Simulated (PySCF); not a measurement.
These 2 structures share the formula [C6H7]+ (charge +1). Computed with PySCF 2.14.0, PBE0-D3(BJ)/def2-SVP geometry optimisation, gas phase. Energies are electronic, without zero-point or thermal terms, for one conformer each. No frequencies were run at this level. Point groups hold within 0.08 Å.

Question: Order them by energy at this level, lowest first, and give relative energies in kcal/mol.
A. `[CH:1]#[C:2]/[CH:3]=[CH:4]/[CH+:5][CH3:6]` (charge +1) with C3–C4–C5–C6 180°
B. `C1=C[CH+]CC=C1`

Answer: B (0.0), A (56.0).

| SMILES | E (Eh) | E rel (kcal/mol) | dipole about centre of mass (D) | point group | A, B, C (MHz) |
| --- | --- | --- | --- | --- | --- |
| C1=C[CH+]CC=C1 | -232.10933 | 0.0 | 1.12 | C2v | 5441, 5321, 2732 |
| C#C/C=C/[CH+]C | -232.02013 | 56.0 | 0.85 | Cs | 25773, 1362, 1304 |

Question: How do the relative energies change in single points at PBE0/pcSseg-1 (no added dispersion term) on the same geometries?

Answer: 
```tsv
SMILES	PBE0-D3(BJ)/def2-SVP (kcal/mol)	PBE0/pcSseg-1 (kcal/mol)	shift
C1=C[CH+]CC=C1	0.0	0.0	0.0
C#C/C=C/[CH+]C	56.0	51.8	-4.2
```

Each column counts from its own lowest isomer. The order is unchanged; the largest shift is 4.2 kcal/mol.
